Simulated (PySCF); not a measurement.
B(Cl)3 cation (BCl3), SMILES ClB(Cl)Cl (connectivity only; charge and spin as stated), charge +1, multiplicity 2.

Geometry optimised at r2SCAN-D4/def2-SVP. The spin state was assumed, not searched. The isomer is the one that the SMILES or the coordinates give; other isomers of the formula were not compared.

Method: TDA-ωB97X/def2-SVPD run with PySCF 2.14.0.

Vertical excitations; the highest root listed may be one member of a degenerate set. Isolated molecule, no solvent.

```tsv
state	energy (eV)	λ (nm)	f	main pairs
root 1	0.77	1617	0.000	β HOMO−2→LUMO (degenerate set)
root 2	0.77	1617	0.000	β HOMO−3→LUMO (degenerate set)
root 3	1.29	963	0.048	β HOMO−1→LUMO (degenerate set)
root 4	1.29	963	0.048	β HOMO→LUMO (degenerate set)
root 5	2.64	469	0.000	β HOMO−4→LUMO 99 %
root 6	4.05	306	0.048	β HOMO−5→LUMO (degenerate set)
root 7	4.05	306	0.048	β HOMO−6→LUMO (degenerate set)
root 8	6.05	205	0.000	β HOMO−7→LUMO 99 %
root 9	6.25	198	0.000	β HOMO→LUMO+1 (degenerate set)
root 10	6.25	198	0.000	β HOMO−1→LUMO+1 (degenerate set)
```
Unrestricted roots are not spin-pure.
